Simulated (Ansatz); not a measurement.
Input file:

```yaml
crystal:
  periodic: [false, false, false]
  atoms:
    - {symbol: Au, position_ang: [0.000000, 0.000000, 0.000000]}
    - {symbol: Ge, position_ang: [0.000000, 0.000000, 2.295000]}
basis:
  gaussian: {orbitals: def2-SVP}
total_charge: 1
magnetization: {spin_polarized: false}
correlation: {method: ccsd_t, electrons: outside_noble_gas}
output: {forces: true}
```

```sh
$ ansatz run in.yaml --threads 1 --pin off --events-out ev --progress --plain --max-ram 2393MiB
```

Log:

```
642 factors; integrals over basis functions are off by at most 5.6e-4 eV
mean field evaluation 1: about -60118.4111 eV, gradient 5.2e1 eV
mean field evaluation 2: about -60118.4756 eV, gradient 5.2e1 eV
mean field evaluation 4: about -60126.8093 eV, gradient 4.4e0 eV
mean field evaluation 8: about -60127.0794 eV, gradient 1.1e0 eV
mean field evaluation 16: about -60127.0985 eV, gradient 2.3e-6 eV
mean field evaluation 32: about -60127.0963 eV, gradient 4.8e-1 eV
mean field evaluation 64: about -60122.7608 eV, gradient 5.3e-1 eV
mean field -60127.09846727 eV, -2209.6301130610 hartree, gradient 2.4e-6 eV, S^2 0.000000; 1 other end points of the search recorded, 0 dependent functions left out; unrestricted orbitals would lower it
18 core orbitals not correlated: weight in the atoms' cores, before any rotation towards them, 1.000 or more for the frozen orbitals, at most 0.000 for the correlated occupied ones
reference -60127.09846727 eV, -2209.6301130610 hartree; 7, 7 occupied and 39, 39 virtual orbitals, 642 factors
second order -9.04135779 eV of doubles, -0.00000000 eV of singles
cycle   1  -8.50488377 eV  change    5.4e-1 eV  update   1.3e-1
cycle   2  -8.88209664 eV  change   -3.8e-1 eV  update   4.5e-2
cycle   3  -8.98029797 eV  change   -9.8e-2 eV  update   3.4e-2
cycle   4  -8.97507351 eV  change    5.2e-3 eV  update   1.3e-2
cycle   5  -8.96671106 eV  change    8.4e-3 eV  update   5.5e-3
cycle   6  -8.97025607 eV  change   -3.5e-3 eV  update   1.8e-3
cycle   7  -8.96977314 eV  change    4.8e-4 eV  update   6.0e-4
cycle   8  -8.96956147 eV  change    2.1e-4 eV  update   1.4e-4
cycle   9  -8.96969903 eV  change   -1.4e-4 eV  update   5.5e-5
cycle  10  -8.96968535 eV  change    1.4e-5 eV  update   1.9e-5
cycle  11  -8.96968385 eV  change    1.5e-6 eV  update   7.7e-6
cycle  12  -8.96968925 eV  change   -5.4e-6 eV  update   2.3e-6
cycle  13  -8.96968725 eV  change    2.0e-6 eV  update   8.3e-7
perturbative correction -0.28610369 eV, -0.0105141168 hartree
the calculation of the forces begins
Total energy: -60136.35425821 eV, -2209.9702571043 hartree
Atom 0 at     0.000000     0.000000     0.000000 Å, force     0.000000     0.000000    -0.459526 eV/Å
Atom 1 at     0.000000     0.000000     2.295000 Å, force     0.000000    -0.000000     0.459526 eV/Å
Dipole moment:     0.000000    -0.000000     0.783697 e Å
```

Forces (eV/Å):
```
Au   0.000  0.000 -0.460
Ge   0.000  0.000  0.460
```

Ran on 1 thread of Intel Xeon, shared host: 16 s wall, 0.16 GiB peak host memory.
